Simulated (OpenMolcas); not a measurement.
# One shape, several levels: SiH3 (SMILES [SiH3])

Wanted: a comparison of 6 runs (U-r2SCAN/6-31G, UB3LYP/6-31G, UM06-2X/6-31G, UPBE/6-31G, UPBE0/6-31G, USVWN5/6-31G) of SiH3. 

The results are computed with OpenMolcas 26.06.

### Step 1. The structure to begin with

SiH3 has 4 atoms, charge 0, and is taken as a doublet. As SMILES, `[SiH3]`. The Si1–H4 distance was set to 2.601 Å, away from the relaxed value. At this shape a bond of the SMILES string is far longer than usual.

Bond lengths: Si1–H2 1.486 Å, Si1–H3 1.486 Å. Angles: H2–Si1–H3 111.2°.

### Step 2. The energy at U-r2SCAN/6-31G (run 1)

Input file mol.input:

```
&GATEWAY
BasLib
$CurrDir
Coord
4
bohr
Si     1.86288823    -1.17073258     0.90320216
H      2.36436486     0.13733585     3.33703713
H      0.88435025    -3.76863357     1.32680317
H     -1.18842986     1.44233346    -1.92750175
Basis
6-31G
Group
NoSym
&SEWARD
GridInput
Grid=UltraFine
End of Grid
&SCF
UHF
Spin
2
KSDFT
2
1.0 MGGA_X_R2SCAN
1.0 MGGA_C_R2SCAN
Thresholds
1e-10 1e-07 1e-07 1e-05
PrOrbitals
1 1
```

The basis set 6-31G is read from a file made from the Basis Set Exchange's data (not shown).

Run with:

```console
$ export MOLCAS_MEM=1860
$ pymolcas mol.input > mol.log
```

The log of the run:

```text
--- Start Module: gateway ---
[...]
--- Stop Module: gateway /rc=_RC_ALL_IS_WELL_ ---
--- Start Module: seward ---
[...]
      Basis functions           19
--- Stop Module: seward /rc=_RC_ALL_IS_WELL_ ---
--- Start Module: scf ---
[...]
       Convergence after  25 Iterations
[...]
::    Total KS-DFT energy                            -291.0543966222
[...]
      Total spin, S                                     0.6014972026
[...]
      Total electronic charge=   17.000000
      Total            charge=   -0.000000
[...]
      Dipole Moment (debye):
      Origin of the operator (angstrom)=    0.9251   -0.5968    0.4784
                   X=  5.0619E-01               Y= -7.5551E-01               Z=  1.0953E+00           Total=  1.4236E+00
      Quadrupole Moment (debye*angstrom):
[...]
--- Stop Module: scf /rc=_RC_ALL_IS_WELL_ ---
[...]
```

Run time: 13 s. Hardware: 1 thread of Arm Neoverse V1, shared host; peak memory 0.37 GiB.

### Step 3. A single-point energy at UB3LYP/6-31G (run 2)

Input file mol.inp:

```
&GATEWAY
BasLib
$CurrDir
Coord
4
bohr
Si     1.86288823    -1.17073258     0.90320216
H      2.36436486     0.13733585     3.33703713
H      0.88435025    -3.76863357     1.32680317
H     -1.18842986     1.44233346    -1.92750175
Basis
6-31G
Group
NoSym
&SEWARD
GridInput
Grid=UltraFine
End of Grid
&SCF
UHF
Spin
2
KSDFT
B3LYP
Thresholds
1e-10 1e-07 1e-07 1e-05
PrOrbitals
1 1
```

The basis set 6-31G is read from a file made from the Basis Set Exchange's data (not shown).

Run with:

```console
$ export MOLCAS_MEM=1860
$ pymolcas mol.inp > mol.log
```

The log of the run:

```text
--- Start Module: gateway ---
[...]
--- Stop Module: gateway /rc=_RC_ALL_IS_WELL_ ---
--- Start Module: seward ---
[...]
      Basis functions           19
--- Stop Module: seward /rc=_RC_ALL_IS_WELL_ ---
--- Start Module: scf ---
[...]
       Convergence after  23 Iterations
[...]
::    Total KS-DFT energy                            -291.1090064751
[...]
      Total spin, S                                     0.5629627264
[...]
      Total electronic charge=   17.000000
      Total            charge=   -0.000000
[...]
      Dipole Moment (debye):
      Origin of the operator (angstrom)=    0.9251   -0.5968    0.4784
                   X=  5.9879E-01               Y= -8.4710E-01               Z=  1.2051E+00           Total=  1.5901E+00
      Quadrupole Moment (debye*angstrom):
[...]
--- Stop Module: scf /rc=_RC_ALL_IS_WELL_ ---
[...]
```

It took 9.6 s on 1 thread of Arm Neoverse V1, shared host; peak memory 0.37 GiB.

Runs 3 to 5 aren't shown in full; the table further down has their settings and results.

### Step 4. A single-point energy at USVWN5/6-31G (run 6)

Input file mol.inp:

```
>>> EXPORT MOLCAS_PRINT=2
&GATEWAY
BasLib = $CurrDir
Coord
4
bohr
Si     1.86288823    -1.17073258     0.90320216
H      2.36436486     0.13733585     3.33703713
H      0.88435025    -3.76863357     1.32680317
H     -1.18842986     1.44233346    -1.92750175
Basis = 6-31G
Group = NoSym
&SEWARD
GridInput
Grid=UltraFine
End of Grid
&SCF
UHF
Spin = 2
KSDFT = SVWN5
Thresholds = 1e-10 1e-07 1e-07 1e-05
PrOrbitals = 1 1
```

The basis set 6-31G is read from a file made from the Basis Set Exchange's data (not shown).

Run with:

```console
$ export MOLCAS_MEM=1860
$ pymolcas mol.inp > mol.log
```

The log of the run:

```text
--- Start Module: gateway ---
[...]
--- Stop Module: gateway /rc=_RC_ALL_IS_WELL_ ---
--- Start Module: seward ---
[...]
      Basis functions           19
--- Stop Module: seward /rc=_RC_ALL_IS_WELL_ ---
--- Start Module: scf ---
[...]
       Convergence after  15 Iterations
[...]
::    Total KS-DFT energy                            -289.8861318663
[...]
      Total spin, S                                     0.5021898721
[...]
      Total electronic charge=   17.000000
      Total            charge=   -0.000000
[...]
      Dipole Moment (debye):
      Origin of the operator (angstrom)=    0.9251   -0.5968    0.4784
                   X=  5.1289E-01               Y= -7.6912E-01               Z=  1.1168E+00           Total=  1.4498E+00
      Quadrupole Moment (debye*angstrom):
[...]
--- Stop Module: scf /rc=_RC_ALL_IS_WELL_ ---
[...]
```

Run time: 5.1 s. Hardware: 1 thread of Arm Neoverse V1, shared host; peak memory 0.37 GiB.

### Step 5. All runs side by side

| run | level | energy (Eh) | dipole moment (D) | HOMO energy (eV) | LUMO energy (eV) | wall time |
| --- | --- | --- | --- | --- | --- | --- |
| 1 | U-r2SCAN/6-31G | -291.054397 | 1.42 | -5.93 | -3.62 | 13 s |
| 2 | UB3LYP/6-31G | -291.109006 | 1.59 | -6.38 | -3.52 | 9.6 s |
| 3 | UM06-2X/6-31G | -291.041843 | 1.37 | -7.38 | -2.52 | 12 s |
| 4 | UPBE/6-31G | -290.929422 | 1.58 | -5.59 | -4.14 | 6.3 s |
| 5 | UPBE0/6-31G | -290.952791 | 1.46 | -6.65 | -3.15 | 8.4 s |
| 6 | USVWN5/6-31G | -289.886132 | 1.45 | -5.48 | -4.39 | 5.1 s |

### Step 6. Outcome

| quantity | value |
| --- | --- |
| run 6: total energy | -289.88613 Eh |
| run 6: dipole moment | 1.45 D |
| run 6: HOMO energy (highest over α and β) | -5.48 eV |
| run 6: LUMO energy (lowest over α and β) | -4.39 eV |
| run 6: ⟨S²⟩ | 0.754 |

**Reading.** The dipole moment (its size) runs from 1.37 D (UM06-2X/6-31G) to 1.59 D (UB3LYP/6-31G). Totals of different functionals can't be ranked against each other. Spin contamination of the reference: run 1 ⟨S²⟩ = 0.96, run 3 ⟨S²⟩ = 0.94, run 5 ⟨S²⟩ = 0.93, run 2 ⟨S²⟩ = 0.88. All runs together took 55 s, the longest 13 s.
